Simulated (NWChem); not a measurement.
## Atomisation of BCl3

SMILES: ClB(Cl)Cl
```xyz
4

B      0.0000     0.0000     0.0000
Cl     0.0000     0.0000     1.7421
Cl     1.5087     0.0000    -0.8710
Cl    -1.5087     0.0000    -0.8710
```
Charge 0, spin multiplicity 1.

The numbers come from NWChem runs, not from measurements. Structure: optimised with PBE0/def2-SVP, a minimum by its harmonic frequencies.

Basis set: def2-TZVP. The atomisation energy is electronic alone: no zero-point, thermal, spin-orbit or counterpoise terms. No value is extrapolated to the basis-set limit. Free atoms are single determinants with multiplicities B 2, Cl 2. Correlated methods freeze the same cores in atoms and molecule, 16 orbitals in all.

Costs are rough ratios of processor time within this set of runs, SCF included, with BP86 as 1. Costs are the molecule's.

B3LYP has NWChem's definition, with VWN1-RPA local correlation. The structure started from a generated list of species. The stability of the SCF solutions was not checked. Open-shell Hartree-Fock references start from PBE0 orbitals; any time given for them includes that run.

| method | atomisation energy (kcal/mol) | relative cost |
|---|---|---|
| BP86 | 329.8 | 1 |
| HF | ___ | under 3 |
| BLYP | ___ | under 3 |
| M06-2X | 327.9 | under 3 |
| PBE | 336.6 | under 3 |
| B3LYP | 314.6 | under 3 |
| PBE0 | 329.7 | under 3 |
| MP2 | ___ | under 3 |

Question: Complete the blanks.

Answer: 
- HF, atomisation energy (kcal/mol): 244.6
- BLYP, atomisation energy (kcal/mol): 313.2
- MP2, atomisation energy (kcal/mol): 333.3
